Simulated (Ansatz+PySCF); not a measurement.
A calculation with Ansatz (development build ahead of 0.2.0).

```yaml
crystal:
  periodic: [false, false, false]
  atoms:
    - { symbol: H, position_ang: [0.0, 0.0, -1.49073] }
    - { symbol: F, position_ang: [0.0, 0.0, 0.16564] }
basis:
  gaussian: { orbitals: "6-31G" }
hamiltonian:
  xc: pbe0
scf:
  omitted_lower_state_checks: [stability, starts, atomic_configurations, cluster_reference, orbital_swaps, given_window_search, neighbouring_geometries, increment]
output:
  forces: true
```

The input is written out in the form of the current development build from the run's settings.

Results

```yaml
Converged: yes
Total_energy: -100.17326 hartree
Spin_squared_of_the_determinant: 0.000
```

Forces (eV/Å):
| atom | Fx | Fy | Fz |
| --- | --- | --- | --- |
| H1 | 0.000 | 0.000 | 5.237 |
| F2 | 0.000 | 0.000 | -5.237 |
